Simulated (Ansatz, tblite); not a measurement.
# The cluster Ag₃+: one state, many levels

One table from this session's results is given with a row withheld; the runs are named, their logs left out.

Computed with Ansatz 0.2.0, Gaussian basis. Level: as each input shows.

Plan: GFN1-xTB, GFN2-xTB, PBE-D4/def2-TZVP, r2SCAN-D4/def2-TZVP, ωB97X-V/def2-TZVP, LC-ωPBE/def2-TZVP, PBE-QIDH/def2-TZVP, ωB97M-V/def2-TZVP, BHLYP-D4/def2-TZVP, PBE-D4/def2-SVP, PBE0-D4/def2-SVP, CCSD(T)/def2-TZVP, RPA/def2-TZVP.

**The geometry**

The singlet was relaxed beforehand with B3LYP-D4/def2-TZVP. At that level it is the lowest of the isomers that a small search found.

3 atoms, charge 1, spin multiplicity 1.

Bond lengths: Ag1–Ag2 2.731 Å, Ag1–Ag3 2.731 Å, Ag2–Ag3 2.731 Å. Angles: Ag2–Ag1–Ag3 60.0°, Ag1–Ag2–Ag3 60.0°, Ag1–Ag3–Ag2 60.0°.

Geometry (Å):

```xyz
3
Ag3
Ag   -0.9437    1.1695   -0.4775
Ag    1.5487    0.2511    0.1577
Ag   -0.6050   -1.4206    0.3198
```

Ag takes a core potential in the def2 sets. No spin-orbit coupling is included. The ion is computed in the gas phase, without counter-ions or solvent.

PBE0-D4/def2-TZVP was run before; its log isn't repeated, and its numbers join the tables.

The first run:

Tight binding, by tblite at 300 K electronic temperature and without a spin-polarisation term:

```python
tblite.interface.Calculator('GFN1-xTB', numbers, positions, charge=1, uhf=0).singlepoint()
```

Tight binding, by tblite at 300 K electronic temperature and without a spin-polarisation term:

```python
tblite.interface.Calculator('GFN2-xTB', numbers, positions, charge=1, uhf=0).singlepoint()
```

start.molden holds the orbitals of an earlier run on this state, given as this run's starting guess.

Input file in.yaml:

```yaml
crystal:
  periodic: [false, false, false]
  atoms:
    - {symbol: Ag, position_ang: [-0.943701, 1.169472, -0.477508]}
    - {symbol: Ag, position_ang: [1.548655, 0.251091, 0.157694]}
    - {symbol: Ag, position_ang: [-0.604964, -1.420563, 0.319813]}
basis:
  gaussian: {orbitals: def2-TZVP, initial_orbitals: start.molden}
total_charge: 1
hamiltonian: {xc: pbe, dispersion: d4}
scf: {omitted_lower_state_checks: [starts]}
output: {orbitals: {seedname: orbitals}}
```

Launch:

```bash
$ ansatz run in.yaml --threads 4 --pin off --events-out ev --progress --plain --max-ram 3916MiB
```

Steps of the session up to this table: PBE-D4/def2-TZVP; r2SCAN-D4/def2-TZVP; ωB97X-V/def2-TZVP; LC-ωPBE/def2-TZVP; PBE-QIDH/def2-TZVP; ωB97M-V/def2-TZVP; BHLYP-D4/def2-TZVP; PBE-D4/def2-SVP; PBE0-D4/def2-SVP; CCSD(T)/def2-TZVP; RPA/def2-TZVP.

One table of the session follows, with a row left open; its other results are not shown here.

It belongs to the step «Levels side by side». 

| level | HOMO (eV) | LUMO (eV) | gap (eV) |
| --- | --- | --- | --- |
| PBE-D4/def2-SVP | -11.11 | -8.14 | 2.97 |
| PBE-D4/def2-TZVP | -11.13 | -8.17 | 2.96 |
| r2SCAN-D4/def2-TZVP | -11.05 | -7.85 | 3.21 |
| PBE0-D4/def2-SVP | -11.59 | -7.15 | 4.44 |
| PBE0-D4/def2-TZVP | ? | ? | ? |
| BHLYP-D4/def2-TZVP | -12.01 | -6.35 | 5.66 |
| LC-ωPBE/def2-TZVP | -13.44 | -4.99 | 8.45 |
| ωB97X-V/def2-TZVP | -13.28 | -5.19 | 8.09 |
| ωB97M-V/def2-TZVP | -13.27 | -5.37 | 7.90 |

**Question.** Estimate the row for PBE0-D4/def2-TZVP.

As computed: HOMO (eV): -11.60; LUMO (eV): -7.16; gap (eV): 4.44. In the column «HOMO (eV)» it lies between BHLYP-D4/def2-TZVP (-12.01) and PBE0-D4/def2-SVP (-11.59).
